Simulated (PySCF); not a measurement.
SCF from a fresh guess for singlet MgCl₂, at the PBE0 minimum. PySCF input:

```python
from pyscf import gto, scf, dft
mol = gto.M(atom='''
Mg     0.000000     0.000000     0.000000
Cl    -0.000000    -0.000000     2.169925
Cl     0.000000     0.000000    -2.169925''',
    basis={'Mg': 'def2-TZVP', 'Cl': 'def2-TZVP'},
    charge=0, spin=0)
mf = dft.RKS(mol, xc='PBE0')
mf.grids.atom_grid = (50, 194)
aux = {'Mg': 'def2-universal-JKFIT', 'Cl': 'def2-universal-JKFIT'}
mf = mf.density_fit(auxbasis=aux)
mf.conv_tol = 1e-08
mf.diis_space = 10
mf.max_cycle = 60
mf.init_guess = 'minao'
mf.verbose = 4
mf.kernel()
```

Excerpt of the output (cycles and frontier levels):

```
init E= -1120.26518093647
  HOMO = -0.390540778747097  LUMO = -0.103237203377283  gap/eV = 7.81793
cycle= 1 E= -1120.19898107078  delta_E= 0.0662  |g|= 0.397  |ddm|= 1.71
  HOMO = -0.275004592899776  LUMO = -0.0669509325846747  gap/eV = 5.66143
cycle= 2 E= -1120.18594030671  delta_E= 0.013  |g|= 0.502  |ddm|= 0.897
  HOMO = -0.326954414414374  LUMO = -0.0650485729446615  gap/eV = 7.12682
cycle= 3 E= -1120.25008446618  delta_E= -0.0641  |g|= 0.0297  |ddm|= 0.456
  HOMO = -0.331846480488445  LUMO = -0.0670541503439779  gap/eV = 7.20537
cycle= 4 E= -1120.25021962997  delta_E= -0.000135  |g|= 0.011  |ddm|= 0.0257
  HOMO = -0.331252598177421  LUMO = -0.0657816962301965  gap/eV = 7.22383
cycle= 5 E= -1120.25025256921  delta_E= -3.29e-05  |g|= 0.00173  |ddm|= 0.00997
  HOMO = -0.331353326626205  LUMO = -0.0658109615796754  gap/eV = 7.22578
cycle= 6 E= -1120.25025331395  delta_E= -7.45e-07  |g|= 0.000281  |ddm|= 0.00131
  HOMO = -0.331327902391091  LUMO = -0.0658064961028089  gap/eV = 7.22521
cycle= 7 E= -1120.25025332735  delta_E= -1.34e-08  |g|= 4.4e-05  |ddm|= 0.000195
  HOMO = -0.331330867702027  LUMO = -0.0658115176591956  gap/eV = 7.22515
cycle= 8 E= -1120.25025332776  delta_E= -4.11e-10  |g|= 4.44e-06  |ddm|= 3.2e-05
  HOMO = -0.331329519931621  LUMO = -0.0658110318343468  gap/eV = 7.22513
Extra cycle  E= -1120.25025332776  delta_E= -2.27e-12  |g|= 3.88e-06  |ddm|= 7.83e-06
converged SCF energy = -1120.25025332776
```

No lower solution of this spin was found by a stability analysis within the restricted form, which does not test spin polarisation.

The search for the lowest solution, with the stability check, took 7.9 s on 2 threads of a shared Arm Neoverse N1 host, with 106 basis functions; the process peaked at 0.33 GiB. Launch command: `OMP_NUM_THREADS=2 python axn.py task.json out`.
